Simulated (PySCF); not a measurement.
# Identify the compound

Molecular formula: C5H9F. Simulated spectra:

$^{1}$H NMR (400 MHz, computed): δ 5.03 (quint, J = 2.2 Hz, 1H), 4.90 (d of sext, J = 2.6, 1.4 Hz, 1H), 4.14 (dt, J = 55.0, 6.4 Hz, 2H), 2.13 (dtd, J = 32.2, 6.4, 1.1 Hz, 2H), 1.93 (ddd, J = 2.1, 2.0, 1.5 Hz, 3H).

$^{13}$C{$^{1}$H} NMR (computed): δ 161.3 (C, d, J = 1.9 Hz), 119.0 (CH2), 81.9 (CH2, d, J = 236.8 Hz), 39.7 (CH2, d, J = 17.7 Hz), 24.3 (CH3).

One computed conformer, in vacuum, averaged over atoms made equivalent by symmetry, fast rotation or ring inversion, no relativistic terms. GIAO HF/pcSseg-2 shieldings; J couplings at B3LYP/pcJ-1 (spin–dipole term only in couplings to heteroatoms); geometry: PBE0-D3(BJ)/def2-SVP; PySCF.

Scale: TMS for $^{1}$H (31.68 ppm) and $^{13}$C (191.47 ppm) (reference shieldings calculated alike).

Problem. Deduce the structure.

Solution. 
- The formula gives 1 degree of unsaturation (no ring in the answer).
- 5 carbon signals for 5 carbons: no two carbons are equivalent.
- Carbon types of the structure: 1 × C, 3 × CH2, 1 × CH3, which accounts for all hydrogens.
- δC 161.3: fully substituted alkene carbon; as expected for a trigonal carbon in a double bond.
- δC 119.0: terminal =CH2 carbon; as expected for a trigonal carbon in a double bond.
- δC 81.9: sp3 CH2 bonded to F; pulled downfield by the heteroatom.
- δC 39.7: allylic sp3 CH2; aliphatic region, no heteroatom directly attached.
- δC 24.3: allylic methyl carbon; saturated and bonded to C and H only.
- δH 5.03, 4.90: hydrogen on a terminal =CH2 carbon; a vinylic proton, deshielded by the sp2 carbon and the C=C anisotropy.
- δH 2.13: hydrogen on an allylic sp3 CH2; allylic position.
- The protons at 2.13 and 4.14 share a coupling of 6.4 Hz (vicinal).

These data were computed for SMILES C=C(C)CCF.

This is the structure that produced the data.

C–F couplings over four or more bonds (about 3 Hz to the para carbon of a fluoroarene) are left out. Common functionals overestimate the size of one-bond C–F couplings by tens of Hz; these are unscaled. Splittings below 1 Hz are ignored in the labels, and close J values are merged. Unscaled 3J(H,H) at this level run about 10 % above measured values. Shifts are as computed, not scaled to solution data. Of 1211 compounds with measured shifts, 218 miss one by over three times the rms of a fit or turn the order of signals round; such compounds aren't used in these exercises. Vicinal H,H couplings across rotating CH2–CH2 and CH–CH2 bonds are estimated from the computed gauche and anti values for equal rotamer populations, (2 J gauche + J anti)/3. Only one conformer was computed, so three-bond couplings in flexible chains and rings are approximate.
